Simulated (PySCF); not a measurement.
CH3O, SMILES C=[OH+], charge +1.

Geometry optimised at B3LYP-D3(BJ)/def2-TZVP. The isomer is the one that the SMILES or the coordinates give; other isomers of the formula were not compared.

The numbers are results of PBE0/def2-TZVPD (PySCF), not measurements.

Symmetry labels are those of the subgroup Cs that the program uses (full group Cs).

Computed valence orbital energies around the gap with their symmetry:
| orbital | symmetry | energy (eV) |
|---|---|---|
| HOMO−7 | A' | -533.62 |
| HOMO−6 | A' | -289.88 |
| HOMO−5 | A' | -40.08 |
| HOMO−4 | A' | -28.04 |
| HOMO−3 | A' | -24.34 |
| HOMO−2 | A' | -22.38 |
| HOMO−1 | A" | -20.75 |
| HOMO | A' | -18.57 |
| LUMO | A" | -10.05 |
| LUMO+1 | A' | -5.85 |
| LUMO+2 | A' | -4.25 |
| LUMO+3 | A' | -3.43 |
